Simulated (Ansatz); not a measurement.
Relaxation of CH$_{5}$MgSi (8 atoms, charge -1, multiplicity 1), to a largest force component of 0.02 eV/Å in at most 40 steps.

Computed with RKS PBE/def2-SVP (Ansatz).

```xyz
8
Properties=species:S:1:pos:R:3:forces:R:3
C -1.506 1.746 -1.890 -0.47 0.41 -0.32
Mg 0.067 0.638 -1.215 -0.02 -0.54 0.99
Si 1.079 -1.127 1.051 0.06 0.38 -0.76
H -2.301 0.953 -1.693 0.16 -0.06 -0.09
H -1.614 2.400 -0.964 0.17 0.01 -0.11
H 1.551 -0.468 2.323 0.08 0.34 0.33
H 2.364 -1.847 0.711 0.42 -0.23 -0.11
H 0.359 -2.294 1.676 -0.40 -0.31 0.07
```

Task: Where does it end, and by what steps?

Result: It converged. Limits of this set-up: an anion without diffuse functions. After 11 steps the energy has fallen by 0.808 eV; Mg2 moved furthest, 1.26 Å.

| step | energy less start (eV) | largest force component (eV/Å) | accepted |
| --- | --- | --- | --- |
| 0 | 0.0000 | 0.992 | yes |
| 1 | -0.2360 | 0.606 | yes |
| 2 | -0.3842 | 0.326 | yes |
| 3 | -0.5121 | 0.767 | yes |
| 4 | -0.6045 | 0.948 | yes |
| 5 | -0.6735 | 0.528 | yes |
| 6 | -0.7687 | 0.251 | yes |
| 7 | -0.7995 | 0.119 | yes |
| 8 | -0.7943 | 0.168 | no |
| 9 | -0.8059 | 0.057 | yes |
| 10 | -0.8076 | 0.026 | yes |
| 11 | -0.8078 | 0.012 | yes |

```xyz
8
Properties=species:S:1:pos:R:3
C -1.405 1.553 -1.641
Mg -0.617 0.412 -0.183
Si 1.135 -1.154 1.094
H -2.304 1.202 -2.205
H -1.508 2.656 -1.499
H 1.746 -0.529 2.351
H 2.394 -1.695 0.406
H 0.559 -2.446 1.677
```

Whether the end is a true minimum wasn't checked by a vibrational analysis.

The run took 17 s on 1 thread of Arm Neoverse V2, on a shared host, peak memory 0.13 GiB.
